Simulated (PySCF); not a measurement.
## Shapes and spin states of Li₃

All numbers come from PBE/[Li def2-TZVP], no relativity, density fitting, PySCF.

Relaxations began from a few typed shapes and spin states; open shells are unrestricted. The search is not exhaustive: other isomers or separated fragments can lie lower, and high-lying points may rest on an excited occupation.

Q: Order these stationary points by electronic energy, lowest first, in kJ/mol from the lowest minimum.
A. quartet D3h: Li–Li 3.267 Å (×3); Li–Li–Li 60.0° (×3)
B. doublet D∞h: Li–Li 2.924 Å (×2); Li–Li–Li 180.0°
C. quartet D∞h: Li–Li 3.527 Å (×2); Li–Li–Li 180.0°
D. doublet C2v: Li–Li 2.810 Å (×2), Li–Li 3.354 Å; Li–Li–Li 53.4° (×2), Li–Li–Li 73.3°

A: D (0.0), B (20.6), A (105.6), C (120.7).

Q: Which of them are minima?

A: By energy in kJ/mol, 0.0: minimum; 20.6: saddle point, 2 imaginary modes; 105.6: minimum; 120.7: not settled, its softest mode being under 30 cm⁻¹.
